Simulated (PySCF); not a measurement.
Molecule: Allyl Fluoride (C=CCF, C3H5F).

Bonds (- single, = double, # triple, : aromatic): C1=C2 1.331 Å, C2-C3 1.491 Å, C3-F4 1.367 Å. C1 carries H5, H6; C2 carries H7; C3 carries H8, H9. H5 is cis to C3; H6 is trans to C3.

Geometry PBE0-D3(BJ)/def2-SVP throughout; GIAO in PySCF, gas phase, one conformer, non-relativistic; equivalent atoms averaged; functional PBE0.

For orientation, STO-3G gives these absolute shieldings σ: C2 123.4, C1 130.7, C3 174.9, F4 457.7, H7 27.20, H5 27.24, H6 27.30, H8/H9 30.07 ppm.

A run gave: C2 59.6, C1 82.6, C3 115.5, F4 431.4, H7 25.17, H5 25.48, H6 25.88, H8/H9 26.34 ppm (absolute shieldings σ).

**Question.** Which basis set was used in that run?
A. pcSseg-2
B. pcSseg-1
C. aug-cc-pVDZ
D. 6-311+G(2d,p)

**Answer.** C. C2 tells them apart best: aug-cc-pVDZ gives 59.6, 6-311+G(2d,p) gives 45.5, pcSseg-1 gives 42.1, pcSseg-2 gives 37.0 ppm.
